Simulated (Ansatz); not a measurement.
Fluorite CeO2 was calculated with r²SCAN+SOC in Ansatz (plane waves, PAW).

Numerical settings: plane-wave cutoff 560 eV, 12×12×12 k mesh, Fermi–Dirac smearing 0.01 eV, PAW data made under PBE.

Cell (measured lattice):

```
CeO2
1.0
   -2.70486    -2.70486     0.00000
   -2.70486     0.00000    -2.70486
    0.00000    -2.70486    -2.70486
Ce O
1 2
Direct
  0.00000   0.00000   0.00000
  0.25000   0.25000   0.25000
  0.75000   0.75000   0.75000
```

Estimate the band gap, smallest direct gap on the k points sampled and direct gap at Γ that the calculation returns.


- band gap = 2.18 eV (indirect)
- smallest direct gap on the k points sampled = 2.30 eV
- direct gap at Γ = 3.14 eV

Measured, for comparison: band gap 3 eV (temperature not stated, not corrected to a static lattice, O 2p to Ce 4f, our sources range from 3.00 to 3.20; as tabulated in Tran et al. (2019), arXiv:1908.01820). Computed (rounded) less measured: band gap -0.82 eV (-0.82 eV to -1.02 eV over the range).

Note: cell and atoms aren't relaxed at this level (pressure 2.9 GPa).

Static lattice: no zero-point or thermal effects.

Ansatz is a program for electronic structure.
